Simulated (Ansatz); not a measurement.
# CH4O (triplet): from Hartree-Fock to the top rungs at distance O1–H3 along a hydrogen transfer = 1.451 Å, cc-pVDZ

An exercise on one series of results from a longer session: the logs are not shown, and one member is left open.

Method: cc-pVDZ, core rule «outside noble gas», up to 2 orbitals frozen; program: Ansatz 0.2.0, Gaussian basis.

To be run: UHF; CCSD(T) on ROHF; CCSD(T) on UHF; BCCD(T) on ROHF; CISD; CCSDT(Q) on ROHF; CCSDT(Q) on UHF; CASSCF and MRCISD+Q, 4 electrons in 4 orbitals; CASSCF and NEVPT2, 4 electrons in 4 orbitals.

5 further runs of the same task are left out: 5 that didn't finish.

### What is computed

The geometry derives from fragments relaxed apart (PBE0/def2-TZVP) and kept rigid, so it is no stationary point. A hydrogen atom is moved between rigid fragments.

6 atoms, charge 0, spin multiplicity 3.

Atoms are counted from 1 here; the program's logs count them from 0.

Bond lengths: O1–H2 0.960 Å, H3–C4 1.172 Å, C4–H5 1.079 Å, C4–H6 1.079 Å. Angles: H3–C4–H5 112.6°, H3–C4–H6 112.6°, H5–C4–H6 134.8°.

The first run:

in.yaml reads:

```yaml
crystal:
  periodic: [false, false, false]
  atoms:
    - {symbol: O, position_ang: [-1.212117, -0.029147, 0.000000]}
    - {symbol: H, position_ang: [-1.461426, 0.897428, 0.000000]}
    - {symbol: H, position_ang: [0.238883, -0.029147, 0.000000]}
    - {symbol: C, position_ang: [1.410883, -0.029147, 0.000000]}
    - {symbol: H, position_ang: [1.825352, -0.029147, 0.996161]}
    - {symbol: H, position_ang: [1.825351, -0.029147, -0.996161]}
basis:
  gaussian: {orbitals: cc-pVDZ}
magnetization: {spin_polarized: true, initial_magnetization: 2}
hamiltonian: {xc: hf}
output: {orbitals: {seedname: orbitals}}
```

Command:

```bash
$ ansatz run in.yaml --threads 1 --pin off --events-out ev --progress --plain --max-ram 2393MiB
```

Among the steps run: UHF; CCSD(T) on ROHF; CCSD(T) on UHF; BCCD(T) on ROHF; CISD; CCSDT(Q) on ROHF; CCSDT(Q) on UHF; CASSCF and MRCISD+Q, 4 electrons in 4 orbitals; CASSCF and NEVPT2, 4 electrons in 4 orbitals.

One of the session's tables, all rows but one given; the rest of the session is left out.

```
       method  from UCCSDT(Q) (meV)
         ROHF               +9399.4
          UHF               +9074.3
         RMP2               +1232.1
         UMP2               +1219.7
         CISD                +944.9
        RCCSD                +200.8
        UCCSD                     ?
     RCCSD(T)                 +34.9
     UCCSD(T)                 +34.3
      BCCD(T)                 +35.3
       RCCSDT                 +14.6
       UCCSDT                 +13.2
    RCCSDT(Q)                  +1.3
    UCCSDT(Q)                     0
  CASSCF pair               +8815.4
  NEVPT2 pair               +1158.1
  MRCISD pair                +841.1
MRCISD+Q pair                +123.8
```

Estimate the missing values for UCCSD.

**Answer.** from UCCSDT(Q) (meV): +195.0. In the column «from UCCSDT(Q) (meV)» it lies between MRCISD+Q pair (+123.8) and RCCSD (+200.8).

To keep in mind: Restricted and unrestricted rows rest on different reference determinants; where their highest levels disagree by more than a few hundredths of an eV, they describe different states and don't form one ladder.
